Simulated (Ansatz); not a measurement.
# HO− with C2H4: structure and interaction energy

An exercise on one series of results from a longer session: the logs are not shown, and one member is left open.

Program: Ansatz 0.2.0, Gaussian basis. Level of theory: PBE0-D4 structure, single points in def2-TZVPPD. These are calculated values, not measurements.

Levels: PBE-D4, revPBE-D4, BLYP-D4, r2SCAN-D4, B97M-V, PBE0-D4, B3LYP-D4, HSE06-D4, wB97X-V, wB97M-V, B2PLYP, Hartree-Fock, MP2, CCSD, CCSD(T). The reference is CCSD(T) extrapolated to the basis limit.

Cores are frozen in the correlated methods. B3LYP uses VWN-RPA correlation. B2PLYP carries no dispersion term here.

176 further runs of the same task are left out: 176 set aside as unsound or not needed.

### The starting structure

The pair, from a GFN2-xTB docking trial: 8 atoms, charge -1, spin multiplicity 1.

Atoms are counted from 1 here; the program's logs count them from 0.

Bond lengths: O1–H2 0.964 Å, C3–C4 1.376 Å, C3–H5 1.088 Å, C3–H6 1.085 Å, C4–H7 1.088 Å, C4–H8 1.090 Å. Angles: C4–C3–H5 116.8°, C4–C3–H6 117.3°, H5–C3–H6 112.7°, C3–C4–H7 119.0°, C3–C4–H8 119.0°, H7–C4–H8 112.9°.

Coordinates:

| atom | x (Å) | y (Å) | z (Å) |
| --- | --- | --- | --- |
| O1 | 0.4280 | 0.0290 | -1.6730 |
| H2 | -0.5108 | -0.1359 | -1.8137 |
| C3 | 0.5561 | -0.1471 | 0.1708 |
| C4 | -0.5288 | 0.1879 | 0.9489 |
| H5 | 0.8191 | -1.2014 | 0.1240 |
| H6 | 1.4260 | 0.4994 | 0.2237 |
| H7 | -0.7913 | 1.2378 | 1.0654 |
| H8 | -1.3983 | -0.4697 | 0.9540 |

Atoms 1 to 2 are fragment A (HO−), the rest fragment B (C2H4).

Set-up of the first run:

File pre/in.yaml:

```yaml
crystal:
  periodic: [false, false, false]
  atoms:
    - {symbol: O, position_ang: [0.428000, 0.029000, -1.673000]}
    - {symbol: H, position_ang: [-0.510800, -0.135900, -1.813700]}
    - {symbol: C, position_ang: [0.556100, -0.147100, 0.170800]}
    - {symbol: C, position_ang: [-0.528800, 0.187900, 0.948900]}
    - {symbol: H, position_ang: [0.819100, -1.201400, 0.124000]}
    - {symbol: H, position_ang: [1.426000, 0.499400, 0.223700]}
    - {symbol: H, position_ang: [-0.791300, 1.237800, 1.065400]}
    - {symbol: H, position_ang: [-1.398300, -0.469700, 0.954000]}
basis:
  gaussian: {orbitals: def2-SVPD}
total_charge: -1
hamiltonian: {xc: pbe, dispersion: d4}
relax: {f_tol: 0.03, max_steps: 250}
```

Started as:

```bash
$ ansatz run in.yaml --threads 2 --pin off --events-out ev --progress --plain --max-ram 5222MiB
```

Among the steps run: A first relaxation in a small basis; Relaxation at PBE0-D4; PBE-D4/def2-TZVPPD; r2SCAN-D4/def2-TZVPPD; PBE0-D4/def2-TZVPPD; B3LYP-D4/def2-TZVPPD; wB97X-V/def2-TZVPPD; wB97M-V/def2-TZVPPD; B2PLYP/def2-TZVPPD; BLYP-D4/def2-TZVPPD; revPBE-D4/def2-TZVPPD; B97M-V/def2-TZVPPD; HSE06-D4/def2-TZVPPD; CCSD(T)/def2-TZVPPD; MP2/def2-QZVPPD; Vibrations of the pair.

One of the session's tables, all rows but one given; the rest of the session is left out.

| method | interaction (kcal/mol) |
| --- | --- |
| PBE-D4 | -11.78 |
| revPBE-D4 | -11.09 |
| BLYP-D4 | -10.60 |
| r2SCAN-D4 | ? |
| B97M-V | -10.75 |
| PBE0-D4 | -11.96 |
| B3LYP-D4 | -11.14 |
| HSE06-D4 | -11.97 |
| wB97X-V | -10.56 |
| wB97M-V | -10.75 |
| B2PLYP | -9.71 |
| Hartree-Fock | -8.28 |
| MP2 | -9.39 |
| CCSD | -9.37 |
| CCSD(T) | -9.67 |
| CCSD(T)/CBS | -10.44 |

Estimate the missing values for r2SCAN-D4.

As computed: interaction (kcal/mol): -11.52. In the column «interaction (kcal/mol)» it lies between PBE-D4 (-11.78) and B3LYP-D4 (-11.14).

Limits of these values: An imaginary mode remains, so this is not a true minimum. The anion's highest level is positive in at least one run, so there the basis alone may hold the extra electron.
